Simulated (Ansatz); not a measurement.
A made-up structure of CH3OSi, doublet:

```json
{"atom": "C1", "x (Å)": "-0.9300", "y (Å)": "-0.5907", "z (Å)": "-0.0687"}
{"atom": "O2", "x (Å)": "0.3411", "y (Å)": "-1.1688", "z (Å)": "0.0041"}
{"atom": "Si3", "x (Å)": "0.4091", "y (Å)": "0.5264", "z (Å)": "0.1673"}
{"atom": "H4", "x (Å)": "-1.6968", "y (Å)": "-1.0382", "z (Å)": "-0.6872"}
{"atom": "H5", "x (Å)": "-1.6702", "y (Å)": "-0.5429", "z (Å)": "0.6886"}
{"atom": "H6", "x (Å)": "0.7383", "y (Å)": "1.0590", "z (Å)": "1.5048"}
```

It is relaxed with PBE-D4/def2-SVP and then PBE0-D4/def2-TZVP (Ansatz 0.2.0). Atoms count as bonded within 1.22 times the sum of their covalent radii (H–H: 0.88 Å). The end point is not checked to be a true minimum.

**Question.** Does its bonding change? (A judgement: the text doesn't fix the answer.)

**Answer.** Computed: No: no bond forms or breaks.

Where it ends: The first stage lowers the energy by 1.10 eV in 8 steps. It ends as CH₃OSi ([CH2]1[O][SiH]1):
C1  (-1.068, -0.595, 0.018)
O2  (0.278, -1.163, 0.172)
Si3  (0.388, 0.498, 0.095)
H4  (-1.528, -0.829, -0.939)
H5  (-1.710, -0.788, 0.875)
H6  (0.831, 1.122, 1.387)
(Å)

Labels in which every atom is bracketed show which atoms are joined, not bond orders.

For scale, one of the runs: PBE0-D4/def2-TZVP relaxation, 117 basis functions, launched by `ansatz run in.yaml --threads 2 --pin off --events-out ev --progress --plain --max-ram 4352MiB`. Hardware: 2 CPU threads of an Arm Neoverse V1, shared host. Wall time about 25 s.
